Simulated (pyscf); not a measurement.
F–GeH₂–F + ammonia (NH₃) → hydrogen fluoride (HF) + H₂N–GeH₂–F, a four-centre exchange (singlet surface; F–Ge, H–N broken, F–H, Ge–N formed). PySCF, gas phase, ωB97X-D3(BJ)/def2-SVP geometries. Energies in eV from the separated reactants.

AM1 to PM7: differences of heats of formation from MOPAC, which are fitted to 298 K values and so differ in kind from electronic energies by zero-point and thermal terms. 

Quick PM7 single points give ΔE‡ = 0.54 eV and ΔE = -0.33 eV. What does ωB97M-D3(BJ)/def2-TZVP give, and how far is the quick result from it?

ωB97M-D3(BJ)/def2-TZVP gives ΔE‡ = 0.44 eV and ΔE = +0.54 eV. PM7 lies 0.10 eV over it in the barrier and 0.87 eV under it in the reaction energy, so on this step it does not hold to within 0.13 eV. ωB97M-D3(BJ)/def2-TZVP has limits of its own. On the reactant side the descent ends in an adduct with a Ge–N contact, 0.19 eV under the separated species and 0.59 eV under the saddle at ωB97X-D3(BJ)/def2-TZVP. On the product side the descent ends in a bound adduct, 0.47 eV under the separated species and 0.35 eV under the saddle at ωB97X-D3(BJ)/def2-TZVP. At ωB97M-D3(BJ) the saddle lies under the separated products, which points to a path from their complex (located at ωB97X-D3(BJ) alone), and parting the products costs more than the saddle. What is counted as formed (Ge–N) is already present as a longer contact in the reactant adduct; forming that adduct is a step of its own. One saddle was located; it need not be the lowest between these sides. In the def2 sets elements up to Kr have no core potential.
